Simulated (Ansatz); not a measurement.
The input, for Ansatz 0.2.0:

```yaml
crystal:
  periodic: [false, false, false]
  atoms:
    - {symbol: Ge, position_ang: [0.000000, -0.040516, 0.285357]}
    - {symbol: O, position_ang: [0.000000, 0.097280, -1.360296]}
    - {symbol: H, position_ang: [0.000000, 1.375714, 1.027442]}
basis:
  gaussian: {orbitals: cc-pVDZ}
magnetization: {spin_polarized: true, initial_magnetization: 1}
hamiltonian: {xc: {name: PBE}}
output: {orbitals: {seedname: orbitals}}
```

```sh
$ ansatz run in.yaml --threads 1 --pin off --events-out ev --progress --plain --max-ram 2393MiB
```

The program prints:

```
568 factors; their error is unknown
mean field evaluation 1: about -58558.1066 eV, gradient 4.9e1 eV
mean field evaluation 2: about -58392.7503 eV, gradient 1.4e2 eV
mean field evaluation 4: about -58566.0016 eV, gradient 2.0e1 eV
mean field evaluation 8: about -58568.3586 eV, gradient 2.4e-1 eV
mean field evaluation 16: about -58568.3428 eV, gradient 7.2e-5 eV
mean field -58568.34279565 eV, -2152.3468986914 hartree, gradient 7.2e-5 eV, S^2 0.753966; 0 other end points of the search recorded, 0 dependent functions left out
reference -58568.34282097 eV, -2152.3468996219 hartree; 21, 20 occupied and 25, 26 virtual orbitals, 568 factors
Total energy: -58568.34282097 eV, -2152.3468996219 hartree
```

Ran on 1 thread of Intel Xeon Platinum 8259CL, shared host: 0.99 s wall, 0.17 GiB peak host memory.
